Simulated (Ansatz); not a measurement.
Consider the isomerisation: `CN=C(F)F` → `NC=C(F)F`.

Calculated with Ansatz (gas phase, PBE0-D4/def2-TZVP geometries, no zero-point term in ΔE). CCSD(T)/CBS is the MP2 limit (def2-TZVPP, def2-QZVPP) plus CCSD(T) − MP2 in def2-TZVPP, frozen cores. Functionals use def2-TZVPP. B3LYP here is the variant with VWN-RPA as its local correlation; programs differ in this. HSE06 is defined as in plane-wave codes. Each species was taken in one conformer, which may not be the lowest.

(1) Is it downhill or uphill in electronic energy at CCSD(T)/CBS, and by how much? (Estimate.)

(2) What do these levels give: PBE0-D4, B3LYP-D4, r2SCAN0-D4, BHLYP-D4, PBE-QIDH, PBE, revPBE, B3LYP, HSE06, RPA@PBE/def2-TZVPP, MP2/def2-QZVPP, MP2/CBS(def2)? (Estimate.)

Largest T1 diagnostic among the species: 0.012.

## Answers

(1) Ansatz gave: Uphill: ΔE = +36.4 kJ/mol.

(2) Computed: PBE0-D4 37.6, B3LYP-D4 38.0, r2SCAN0-D4 40.7, BHLYP-D4 39.9, PBE-QIDH 42.4, PBE 37.0, revPBE 39.2, B3LYP 38.2, HSE06 37.7, RPA@PBE/def2-TZVPP 45.9, MP2/def2-QZVPP 42.0, MP2/CBS(def2) 39.4 kJ/mol.

In def2-TZVPP, CCSD(T) changes the Hartree–Fock value by −6.8 kJ/mol (the triples alone add +0.4 kJ/mol) and MP2 by −3.8 kJ/mol. At CCSD(T), def2-SVP lies +18.2 kJ/mol from the extrapolated value and def2-TZVPP +6.6 kJ/mol.
